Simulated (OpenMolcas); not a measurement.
**A workflow on SiH2 (SMILES [SiH2])**

We compute a single-point energy (HF/pcseg-0), then the energy (CASSCF(2,2)/pcseg-0), then the energy (CASPT2(2,2)/pcseg-0), then the energy (SC-NEVPT2(2,2)/pcseg-0), then a single-point energy (MRCI(2,2)/pcseg-0) of SiH2. 

Program for the calculation: OpenMolcas 26.06.

4 further runs of the same task are left out: 4 set aside as unsound or not needed.

## 1. Starting point

The species is SiH2 (3 atoms), meant as a singlet with charge 0. As SMILES, `[SiH2]`. The Si1–H2 distance was set to 3.051 Å, away from the relaxed value. At this shape a bond of the SMILES string is far longer than usual.

Bond lengths: Si1–H3 1.525 Å.

## 2. The energy at HF/pcseg-0 (run 1)

Contents of mol.xyz:

```xyz
3

Si    -1.822706     0.358600    -0.949703
H      0.840300     0.578600     0.522500
H     -1.680606    -1.157200    -1.045003
```

Contents of step1.input:

```
* H2Si Hartree-Fock
>>> EXPORT MOLCAS_PRINT=2
&GATEWAY
BASLIB=$CurrDir
COORD=mol.xyz
BASIS=pcseg-0
GROUP=NoSym
&SEWARD
&SCF
PRORBITALS=1 1
```

The basis set pcseg-0 is read from a file made from the Basis Set Exchange's data (not shown).

Launch:

```
$ export MOLCAS_MEM=1860
$ pymolcas step1.input > step1.log
```

What it wrote, cut to the lines that bear on the results:

```text
--- Start Module: gateway ---
[...]
--- Stop Module: gateway /rc=_RC_ALL_IS_WELL_ ---
--- Start Module: seward ---
[...]
      Basis functions           17
--- Stop Module: seward /rc=_RC_ALL_IS_WELL_ ---
--- Start Module: scf ---
[...]
       Convergence after  11 Iterations
[...]
::    Total SCF energy                               -289.4924545848
[...]
      Total spin, S                                     0.0000000000
[...]
      Total electronic charge=   16.000000
      Total            charge=   -0.000000
[...]
      Dipole Moment (debye):
      Origin of the operator (angstrom)=   -1.7284    0.3151   -0.9034
                   X= -3.5826E+00               Y= -9.0156E-01               Z= -2.0495E+00           Total=  4.2248E+00
      Quadrupole Moment (debye*angstrom):
[...]
--- Stop Module: scf /rc=_RC_ALL_IS_WELL_ ---
[...]
```

It took 1.5 s on 1 thread of Arm Neoverse V1, shared host; peak memory 0.37 GiB.

## 3. A single-point energy at CASSCF(2,2)/pcseg-0 (run 2)

mol.xyz is that of step 2.

Contents of step2.input:

```
* H2Si CASSCF

&GATEWAY
  BasLib=$CurrDir
  Coord=mol.xyz
  Basis=pcseg-0
  Group=NoSym

&SEWARD

&RASSCF
  FileOrb=$CurrDir/step1.ScfOrb
  Spin=1
  Nactel=2 0 0
  Inactive=7
  Ras2=2
  OrbListing=Nothing
  OrbAppear=Compact
```

The basis set pcseg-0 is read from a file made from the Basis Set Exchange's data (not shown).

Launch:

```
$ export MOLCAS_MEM=1860
$ pymolcas step2.input > step2.log
```

What it wrote, cut to the lines that bear on the results:

```text
--- Start Module: gateway ---
[...]
--- Stop Module: gateway /rc=_RC_ALL_IS_WELL_ ---
--- Start Module: seward ---
[...]
      Basis functions           17
--- Stop Module: seward /rc=_RC_ALL_IS_WELL_ ---
--- Start Module: rasscf ---
[...]
      Number of active orbitals                  2
[...]
      Spin quantum number                      0.0
[...]
      Active orbitals                            2
[...]
      Number of CSFs                             3
[...]
      Number of root(s) required                 1
[...]
      Convergence after 14 iterations
[...]
      printout of CI-coefficients larger than  0.05 for root  1
      energy=    -289.504521
      conf/sym  11     Coeff  Weight
             1  20   0.98929 0.97869
             3  02  -0.14599 0.02131
      Natural orbitals and occupation numbers for root  1
      sym 1:   1.957376   0.042624
      ************************************************************************************************************************
      *                                                    Final results                                                     *
[...]
::    RASSCF root number  1 Total energy:   -289.50452128
[...]
      Total electronic charge=   16.000000
      Total            charge=   -0.000000
[...]
      Dipole Moment (debye):
      Origin of the operator (angstrom)=   -1.7284    0.3151   -0.9034
                   X= -3.6900E+00               Y= -7.4069E-01               Z= -2.0896E+00           Total=  4.3048E+00
      Quadrupole Moment (debye*angstrom):
[...]
--- Stop Module: rasscf /rc=_RC_ALL_IS_WELL_ ---
[...]
```

Run time: 1.7 s. Hardware: 1 thread of Arm Neoverse V1, shared host; peak memory 0.37 GiB.

## 4. The energy at CASPT2(2,2)/pcseg-0 (run 3)

mol.xyz is that of step 3.

Contents of step3.inp:

```
* H2Si CASPT2

&gateway
 baslib = $CurrDir
 coord = mol.xyz
 basis = pcseg-0
 group = NoSym

&seward

&rasscf
 fileorb = $CurrDir/step2.RasOrb
 spin = 1
 nactel = 2 0 0
 inactive = 7
 ras2 = 2
 orblisting = Nothing
 orbappear = Compact

&caspt2
 imaginary = 0.1
 frozen = 5
```

The basis set pcseg-0 is read from a file made from the Basis Set Exchange's data (not shown).

Launch:

```
$ export MOLCAS_MEM=1860
$ pymolcas step3.inp > step3.log
```

What it wrote, cut to the lines that bear on the results:

```text
--- Start Module: gateway ---
[...]
--- Stop Module: gateway /rc=_RC_ALL_IS_WELL_ ---
[...]
      Basis functions           17
[...]
--- Start Module: rasscf ---
[...]
      Number of active orbitals                  2
[...]
      Spin quantum number                      0.0
[...]
      Active orbitals                            2
[...]
      Number of CSFs                             3
[...]
      Number of root(s) required                 1
[...]
      Convergence after  4 iterations
[...]
      printout of CI-coefficients larger than  0.05 for root  1
      energy=    -289.504521
      conf/sym  11     Coeff  Weight
             1  20   0.98929 0.97869
             3  02  -0.14599 0.02131
      Natural orbitals and occupation numbers for root  1
      sym 1:   1.957375   0.042625
      ************************************************************************************************************************
      *                                                    Final results                                                     *
[...]
::    RASSCF root number  1 Total energy:   -289.50452128
[...]
      Total electronic charge=   16.000000
      Total            charge=   -0.000000
[...]
      Dipole Moment (debye):
      Origin of the operator (angstrom)=   -1.7284    0.3151   -0.9034
                   X= -3.6900E+00               Y= -7.4070E-01               Z= -2.0895E+00           Total=  4.3047E+00
      Quadrupole Moment (debye*angstrom):
[...]
--- Stop Module: rasscf /rc=_RC_ALL_IS_WELL_ ---
--- Start Module: caspt2 ---
[...]
 ###    WARNING: User changed nr of frozen orbitals.                         ###
 ###############################################################################
[...]
      E2 (Variational):          -0.0584830281
      Total energy:            -289.5630043046
[...]
      Reference weight:           0.94246
[...]
::    CASPT2 Root  1     Total energy:   -289.56300430
[...]
--- Stop Module: caspt2 /rc=_RC_ALL_IS_WELL_ ---
[...]
```

Run time: 1.6 s. Hardware: 1 thread of Arm Neoverse V1, shared host; peak memory 0.37 GiB.

## 5. A single-point energy at SC-NEVPT2(2,2)/pcseg-0 (run 4)

mol.xyz is that of step 4.

Contents of step4.input:

```
* H2Si NEVPT2
&gateway
baslib=$CurrDir
coord=mol.xyz
basis=pcseg-0
group=NoSym
&seward
&rasscf
fileorb=$CurrDir/step2.RasOrb
spin=1
nactel=2 0 0
inactive=7
ras2=2
orblisting=Nothing
orbappear=Compact
&caspt2
sc-nevpt2
frozen=5
```

The basis set pcseg-0 is read from a file made from the Basis Set Exchange's data (not shown).

Launch:

```
$ export MOLCAS_MEM=1860
$ pymolcas step4.input > step4.log
```

What it wrote, cut to the lines that bear on the results:

```text
--- Start Module: gateway ---
[...]
--- Stop Module: gateway /rc=_RC_ALL_IS_WELL_ ---
[...]
      Basis functions           17
[...]
--- Start Module: rasscf ---
[...]
      Number of active orbitals                  2
[...]
      Spin quantum number                      0.0
[...]
      Active orbitals                            2
[...]
      Number of CSFs                             3
[...]
      Number of root(s) required                 1
[...]
      Convergence after  4 iterations
[...]
      printout of CI-coefficients larger than  0.05 for root  1
      energy=    -289.504521
      conf/sym  11     Coeff  Weight
             1  20   0.98929 0.97869
             3  02  -0.14599 0.02131
      Natural orbitals and occupation numbers for root  1
      sym 1:   1.957375   0.042625
      ************************************************************************************************************************
      *                                                    Final results                                                     *
[...]
::    RASSCF root number  1 Total energy:   -289.50452128
[...]
      Total electronic charge=   16.000000
      Total            charge=   -0.000000
[...]
      Dipole Moment (debye):
      Origin of the operator (angstrom)=   -1.7284    0.3151   -0.9034
                   X= -3.6900E+00               Y= -7.4070E-01               Z= -2.0895E+00           Total=  4.3047E+00
      Quadrupole Moment (debye*angstrom):
[...]
--- Stop Module: rasscf /rc=_RC_ALL_IS_WELL_ ---
--- Start Module: caspt2 ---
[...]
 ###    WARNING: User changed nr of frozen orbitals.                         ###
 ###############################################################################
[...]
      E2 (Variational):          -0.0564109581
[...]
      E2 (Variational):          -0.0564108250
      Total energy:            -289.5609321015
[...]
      Reference weight:           0.94337
[...]
::    SC-NEVPT2 Root  1     Total energy:   -289.56093210
[...]
--- Stop Module: caspt2 /rc=_RC_ALL_IS_WELL_ ---
[...]
```

It took 1.6 s on 1 thread of Arm Neoverse V1, shared host; peak memory 0.37 GiB.

## 6. A single-point energy at MRCI(2,2)/pcseg-0 (run 5)

mol.xyz is that of step 5.

Contents of step5.input:

```
&GATEWAY
BasLib = $CurrDir
Coord = mol.xyz
Basis = pcseg-0
Group = NoSym
&SEWARD
&RASSCF
FileOrb = $CurrDir/step2.RasOrb
Spin = 1
Nactel = 2 0 0
Inactive = 7
Ras2 = 2
OrbListing = Nothing
OrbAppear = Compact
&MOTRA
LumOrb
Frozen = 5
&GUGA
Electrons = 6
Spin = 1
Inactive = 2
Active = 2
CIAll = 1
&MRCI
SDCI
```

The basis set pcseg-0 is read from a file made from the Basis Set Exchange's data (not shown).

Launch:

```
$ export MOLCAS_MEM=1860
$ pymolcas step5.input > step5.log
```

What it wrote, cut to the lines that bear on the results:

```text
--- Start Module: gateway ---
[...]
--- Stop Module: gateway /rc=_RC_ALL_IS_WELL_ ---
[...]
      Basis functions           17
[...]
      Number of active orbitals                  2
[...]
      Spin quantum number                      0.0
[...]
      Active orbitals                            2
[...]
      Number of CSFs                             3
[...]
      Number of root(s) required                 1
[...]
      Convergence after  4 iterations
[...]
      printout of CI-coefficients larger than  0.05 for root  1
      energy=    -289.504521
      conf/sym  11     Coeff  Weight
             1  20   0.98929 0.97869
             3  02  -0.14599 0.02131
      Natural orbitals and occupation numbers for root  1
      sym 1:   1.957375   0.042625
      ************************************************************************************************************************
      *                                                    Final results                                                     *
[...]
::    RASSCF root number  1 Total energy:   -289.50452128
[...]
      Dipole Moment (debye):
      Origin of the operator (angstrom)=   -1.7284    0.3151   -0.9034
                   X= -3.6900E+00               Y= -7.4070E-01               Z= -2.0895E+00           Total=  4.3047E+00
      Quadrupole Moment (debye*angstrom):
[...]
      *** WARNING: Default frozen orbitals is overwritten by user input.
      *** Default values:   2
[...]
--- Start Module: guga ---
[...]
--- Stop Module: guga /rc=_RC_ALL_IS_WELL_ ---
--- Start Module: mrci ---
[...]
       (But an ACPF correction will be computed)
       USE THE DEFAULT ACPF G-VALUE GFAC=  0.33333333333333331
[...]
                      CI ENERGY:  -289.59967869
[...]
                ACPF CORRECTION:    -0.01596406
[...]
      Total electronic charge=   16.000000
      Total            charge=   -0.000000
[...]
     ACPF CORRECTION:     -0.01596406
[...]
  CI State   1     Total energy:   -289.59967869     QDav:     -0.02613867     QACPF:     -0.01596406
[...]
--- Stop Module: mrci /rc=_RC_ALL_IS_WELL_ ---
[...]
```

Wall time 1.6 s (1 thread of Arm Neoverse V1, shared host); peak memory 0.37 GiB.

## 7. Outcome

| quantity | value |
| --- | --- |
| run 1, HF/pcseg-0: total energy | -289.49245 Eh |
| run 1, HF/pcseg-0: dipole moment | 4.22 D |
| run 1, HF/pcseg-0: HOMO energy | -7.62 eV |
| run 1, HF/pcseg-0: LUMO energy | -0.72 eV |
| run 1, HF/pcseg-0: HOMO–LUMO gap | 6.90 eV |
| run 2, CASSCF(2,2)/pcseg-0 | no result (a known fault or a wrong state: its values are left out) |
| run 3, CASPT2(2,2)/pcseg-0 | no result (a known fault or a wrong state: its values are left out) |
| run 4, SC-NEVPT2(2,2)/pcseg-0 | no result (a known fault or a wrong state: its values are left out) |
| run 5, MRCI(2,2)/pcseg-0 | no result (a known fault or a wrong state: its values are left out) |

One bond (run 1, HF/pcseg-0) is far stretched, which a spin-restricted single reference describes badly; a broken-symmetry solution may lie lower. Mulliken charges (run 1, HF/pcseg-0) run from -0.31 on H2 to +0.49 on Si1. 4 of the 5 runs ended normally but are set aside, since settings or state are in doubt.
